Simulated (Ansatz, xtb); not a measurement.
**C3H5FS: which of two isomers lies lower**

We compare a, `CC(=S)CF`, a singlet, with b, `C[C@@H]1S[C@H]1F`, a singlet. Both are isolated molecules in the gas phase, relaxed with r2SCAN-D4/def2-SVP; the shapes shown needn't be the lowest conformers.

a (Å):

```xyz
10

C    -1.2522   -1.9391    0.0460
C     0.1078   -1.7220    0.6163
C     0.6724   -0.3334    0.4449
F    -0.1991    0.5084   -0.2173
S     0.9921   -2.8575    1.3865
H    -1.2472   -1.7012   -1.0323
H    -1.9635   -1.2225    0.4931
H    -1.5920   -2.9686    0.2094
H     0.9019    0.0949    1.4370
H     1.6181   -0.3900   -0.1234
```

b (Å):

```yaml
atoms:
  - { symbol: C, position_ang: [-0.5872, 0.1006, -0.3662] }
  - { symbol: C, position_ang: [0.0163, -0.4843, 0.8826] }
  - { symbol: C, position_ang: [0.3748, -1.9104, 0.9726] }
  - { symbol: F, position_ang: [0.1119, -2.5587, 2.1341] }
  - { symbol: S, position_ang: [1.8270, -0.8353, 0.9129] }
  - { symbol: H, position_ang: [-1.6850, -0.0076, -0.3453] }
  - { symbol: H, position_ang: [-0.3532, 1.1725, -0.4502] }
  - { symbol: H, position_ang: [-0.1978, -0.4029, -1.2636] }
  - { symbol: H, position_ang: [-0.3412, -0.0637, 1.8328] }
  - { symbol: H, position_ang: [0.2248, -2.5742, 0.1100] }
```

Problem. Estimate which is lower in electronic energy at CCSD(T)/def2-SVP + ΔMP2/def2-TZVPP, and by roughly how much.

Solution. Too close to call at this level: CCSD(T)/def2-SVP + ΔMP2/def2-TZVPP gives E(b) − E(a) = +0.33 kcal/mol.

The same difference at several levels:

| level | geometry | E(b) − E(a) (kcal/mol) | departure from the last row (kcal/mol) | job, with rough time for the two |
| --- | --- | --- | --- | --- |
| GFN2-xTB | GFN2-xTB | −3.13 | −3.45 | optimisation, 0.19 s |
| HF/STO-3G | GFN2-xTB | −16.71 | −17.03 | single point, 0.52 s |
| r2SCAN-D4/def2-SVP//GFN2-xTB | GFN2-xTB | −0.07 | −0.40 | single point, 3 s |
| r2SCAN-D4/def2-SVP | r2SCAN-D4/def2-SVP | −0.03 | −0.36 | optimisation, 24 s |
| HF/def2-SVP | r2SCAN-D4/def2-SVP | +4.64 | +4.31 | part of the CCSD(T) run |
| MP2/def2-SVP | r2SCAN-D4/def2-SVP | +0.54 | +0.21 | part of the CCSD(T) run |
| CCSD(T)/def2-SVP | r2SCAN-D4/def2-SVP | +2.87 | +2.55 | single point |
| CCSD(T)/def2-SVP + ΔMP2/def2-TZVPP | r2SCAN-D4/def2-SVP | +0.33 |  | single point, 28 s |

As drawn, b has 2 C–S in place of 1 C=S. Structure a has no ring, b a 3-membered ring.

The largest departure from CCSD(T)/def2-SVP + ΔMP2/def2-TZVPP is that of HF/STO-3G, 17.03 kcal/mol. The last row adds to CCSD(T) the change of the MP2 difference between the two basis sets, here −2.55 kcal/mol.

With harmonic frequencies from r2SCAN-D4/def2-SVP (ideal gas, rigid rotor, one conformer each, 298.15 K, 1 atm): on the last row, ΔE + ΔZPE = +0.89 kcal/mol. A mode under 50 cm⁻¹ makes harmonic enthalpies and free energies unreliable, so none is given.

The correlated steps freeze 9 core orbitals. Run with Ansatz 0.2.0, xtb 6.7.1; the last row on 2 threads of Intel(R) Xeon(R) Processor @ 2.70GHz on a shared host.
